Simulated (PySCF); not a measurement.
**Working out the electron affinity of Al**

Al⁻ [Ne] 3s2 3p2 (3P) → Al [Ne] 3s2 3p1 (2P). All numbers are calculated (PySCF 2.14, the non-relativistic Hamiltonian (point nucleus), in dyall-av3z). Frozen: [Ne]; the 23 highest virtual orbitals dropped. Energies in hartree (1 hartree = 27.21139 eV):

| part | Al⁻ (lower) | Al (upper) |
| --- | --- | --- |
| UHF | -241.881068 | -241.880551 |
| CCSD correlation | -0.064918 | -0.051723 |
| (T) | -0.003115 | -0.001225 |

**Question.** What does Hartree-Fock give?

**Answer.** (-241.880551) − (-241.881068) = 0.000517 hartree = 0.014 eV.

**Question.** What do CCSD and CCSD(T) give?

**Answer.** The CCSD correlation energies differ by 0.013195 hartree = 0.359 eV and the triples by 0.001890 hartree = 0.051 eV, so CCSD gives 0.373 eV and CCSD(T) 0.424 eV.

A first-order spin-orbit estimate adds -0.003 eV to CCSD(T) (valence), giving 0.421 eV against 0.433 eV (measured; photodetachment measurements, as compiled on the Wikipedia data page of electron affinities).

What remains against the reference includes basis incompleteness, the frozen core and higher excitations.
